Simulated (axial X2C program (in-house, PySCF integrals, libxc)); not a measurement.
# All-electron X2C curves of MgF⁺

Aim: find the lowest determinant of MgF⁺, scan the bond at several levels and fit the constants, once spin-free and once with spin–orbit coupling.

The runs use an in-house X2C program for linear molecules on PySCF integrals; all-electron X2C, Mg dyall-cv3z, F dyall-av3z.

All values are calculated.

### Step 1. The job

File task.json:

```json
{"zs": [12, 9], "q": 1, "bas": ["dyall-cv3z", "dyall-av3z"], "levels": ["PBE0", "HF", "PW91"], "cc": true, "r0": 2.03, "thr": -2.0, "nmax": 90, "npts": 10, "nst": 2, "ntry": 6}
```

Keys: zs atomic numbers; q charge; bas basis sets; levels methods (HF also brings MP2); cc coupled cluster on or off; r0 starting distance in Å; thr threshold in hartree for freezing inner shells (an s shell follows its p shell); nmax most natural virtual spinors; npts points asked for on the curve; nst determinants followed; ntry starts of the search.

Launch:

```
python so2c.py task.json out
```

Spin-free means the one-electron spin-free X2C Hamiltonian; two-component (2c) means X2C with spin–orbit coupling and atomic mean-field two-electron Coulomb and Gaunt terms. Basis: Mg dyall-cv3z contracted to [9s8p6d3f], F dyall-av3z contracted to [7s6p3d2f]; Gaussian nuclei, density fitting. Masses: Mg 23.985 u, F 18.998 u.

Notation: σ, π±, δ± give the projection m of an orbital's angular momentum (0, ±1, ±2), α and β its spin, Λ and M_S the sums; ω is the projection of a spinor's total angular momentum and Ω the sum. Logs are in hartree.

After this run come: PBE0, spin-free; HF, spin-free; PW91, spin-free; MP2 and beyond, spin-free; PBE0, 2c; HF, 2c; PW91, 2c; Correlated methods, 2c.

What does the calculation give? Wanted: for each run, Hamiltonian; Re; ωe; De; μ.

**Answer**, as computed:

Lowest determinant found, spin-free: M_S = 0, Λ = 0 (closed shell).

Lowest determinant found, 2c: Ω = 0 (closed shell).

```json
{"Hamiltonian": "spin-free", "level": "PBE0", "Re (Å)": "1.691", "ωe (cm⁻¹)": "838", "De (eV)": "4.15", "μ (D)": "-9.09"}
{"Hamiltonian": "spin-free", "level": "HF", "Re (Å)": "1.673", "ωe (cm⁻¹)": "888", "De (eV)": "2.47", "μ (D)": "-9.60"}
{"Hamiltonian": "spin-free", "level": "MP2", "Re (Å)": "1.705", "ωe (cm⁻¹)": "825", "De (eV)": "4.70", "μ (D)": "n/a"}
{"Hamiltonian": "spin-free", "level": "CCSD", "Re (Å)": "1.696", "ωe (cm⁻¹)": "844", "De (eV)": "4.29", "μ (D)": "n/a"}
{"Hamiltonian": "spin-free", "level": "CCSD(T)", "Re (Å)": "1.701", "ωe (cm⁻¹)": "832", "De (eV)": "4.42", "μ (D)": "n/a"}
{"Hamiltonian": "spin-free", "level": "PW91", "Re (Å)": "1.710", "ωe (cm⁻¹)": "797", "De (eV)": "4.53", "μ (D)": "-8.76"}
{"Hamiltonian": "2c", "level": "PBE0", "Re (Å)": "1.691", "ωe (cm⁻¹)": "838", "De (eV)": "4.15", "μ (D)": "-9.09"}
{"Hamiltonian": "2c", "level": "HF", "Re (Å)": "1.673", "ωe (cm⁻¹)": "888", "De (eV)": "2.46", "μ (D)": "-9.60"}
{"Hamiltonian": "2c", "level": "MP2", "Re (Å)": "1.705", "ωe (cm⁻¹)": "825", "De (eV)": "4.69", "μ (D)": "n/a"}
{"Hamiltonian": "2c", "level": "CCSD", "Re (Å)": "1.696", "ωe (cm⁻¹)": "844", "De (eV)": "4.28", "μ (D)": "n/a"}
{"Hamiltonian": "2c", "level": "CCSD(T)", "Re (Å)": "1.701", "ωe (cm⁻¹)": "832", "De (eV)": "4.41", "μ (D)": "n/a"}
{"Hamiltonian": "2c", "level": "PW91", "Re (Å)": "1.710", "ωe (cm⁻¹)": "797", "De (eV)": "4.52", "μ (D)": "-8.76"}
```

Dipoles are positive if F is the positive end and refer to the centre of mass.

**Reading.** At CCSD(T), going from spin-free to two-component changes Re by 0 mÅ, ωe by 0.0 % and De by -0.02 eV; the spin-free picture holds up (part of it comes from the scalar share of the two-electron terms).

De refers to Mg+ + F. The state is a single determinant with fixed occupations, the lowest that a limited PBE0 search found. Closed shells are restricted here (equal orbitals for both partners); the stretched side of such a curve lies too high. De is counted from the lowest determinant-based energies of the atoms at the same level, without counterpoise correction. Coupled cluster ran in a truncated set of natural virtual spinors; the MP2 energy of the rest was added.
